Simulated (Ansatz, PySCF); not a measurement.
CH, SMILES [CH] (connectivity only; charge and spin as stated), charge +1, multiplicity 1. Atoms are numbered in the order given.

```xyz
2

C      0.0000     0.0000    -0.1404
H      0.0000     0.0000     0.9972
```
Charge +1, spin multiplicity 1.

The structure is a stationary point at B3LYP-D3(BJ)/def2-TZVPD.

Two levels are set side by side: PBE-D3(BJ)/def2-TZVPD (Ansatz, a quantum-chemistry and plane-wave program) and B3LYP-D3(BJ)/def2-TZVPD (Ansatz). Each level has its own optimised geometry; the coordinates shown are those of the second. Frequencies come from the Hessian of PySCF at each geometry. Differences are taken from unrounded values.

| quantity | B3LYP-D3(BJ) |
|---|---|
| bond C1–H2 (Å) | 1.138 |
| highest harmonic wavenumber (cm⁻¹) | 2798 |
| mean harmonic wavenumber (cm⁻¹) | 2798 |
| zero-point energy (kcal/mol) | 4.00 |

Task: What does PBE-D3(BJ) give, and how far is it from B3LYP-D3(BJ)? (Estimate from the structure and the level; the computed values follow.)

Result: 
| quantity | PBE-D3(BJ) | PBE-D3(BJ) minus B3LYP-D3(BJ) |
|---|---|---|
| bond C1–H2 (Å) | 1.155 | 0.017 |
| highest harmonic wavenumber (cm⁻¹) | 2679 | -118 |
| mean harmonic wavenumber (cm⁻¹) | 2679 | -118 |
| zero-point energy (kcal/mol) | 3.83 | -0.17 |
